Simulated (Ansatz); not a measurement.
# LiRe₃: from a trial structure to a relaxed crystal

All numbers below come from DFT PBE, scalar-relativistic, plane waves, PAW (Ansatz 0.2.0). Cutoff 420 eV, Γ-centred k mesh, Gaussian smearing, no spin polarisation in the final step.

LiRe₃ was placed on the TiAl3 (D0_22) structure type (I4/mmm, No. 139), with Li in place of Ti, Re in place of Al, at a guessed volume.

```yaml
crystal:
  lattice:
    - [-1.85555, 1.85555, 4.14487]
    - [1.85555, -1.85555, 4.14487]
    - [1.85555, 1.85555, -4.14487]
  atoms:
    - { symbol: Li, position: [0.00000, 0.00000, 0.00000] }
    - { symbol: Re, position: [0.50000, 0.50000, 0.00000] }
    - { symbol: Re, position: [0.25000, 0.75000, 0.50000] }
    - { symbol: Re, position: [0.75000, 0.25000, 0.50000] }
```

Steps on the 18×18×18 mesh (4 atoms). 9 of 14 steps are shown, and the free energy counts from the last. Trial steps that were taken back and renewals of the plane-wave basis can be among the rows.

```csv
step,ΔF (meV/atom),V (Å³/atom),P (GPa)
1,182.7,14.27,-2.85
2,156.4,13.81,6.10
3,137.5,14.02,2.20
5,99.7,14.11,0.58
6,46.4,13.99,1.87
7,14.9,13.83,3.70
8,12.6,13.99,0.29
12,0.1,14.06,0.17
14,0.0,14.07,0.02
```

A final relaxation ran on a 18×18×18 mesh. The relaxed crystal, Fm-3m (No. 225):

```cif
data_structure
_symmetry_space_group_name_H-M 'Fm-3m'
_symmetry_Int_Tables_number 225
_cell_length_a 6.0832
_cell_length_b 6.0832
_cell_length_c 6.0832
_cell_angle_alpha 90.000
_cell_angle_beta 90.000
_cell_angle_gamma 90.000
_cell_volume 225.11
loop_
_atom_site_label
_atom_site_type_symbol
_atom_site_symmetry_multiplicity
_atom_site_Wyckoff_symbol
_atom_site_fract_x
_atom_site_fract_y
_atom_site_fract_z
_atom_site_occupancy
Li1 Li 4 a 0.00000 0.00000 0.00000 1
Re1 Re 4 b 0.50000 0.00000 0.00000 1
Re2 Re 8 c 0.25000 0.75000 0.75000 1
```

| Item | Value |
| --- | --- |
| Volume per atom | 14.07 Å³ |
| Density | 16.69 g/cm³ |
| Energy over the elements | 0.21 eV/atom |
| Gap on the 18×18×18 mesh | 0 eV (a metal) |

Energies over the elements count from the elements' standard structures at the same level, with no empirical corrections.

The final run used a 18×18×18 mesh on its 4-atom cell and 0.10 eV smearing. For metals, differences of a few meV/atom aren't resolved. Spin–orbit coupling is left out.

Symmetry constrained the relaxation, so the result can be a saddle point.

Cost: 2 runs of about 11 core-minutes in all, on Arm Neoverse V1 (shared hosts).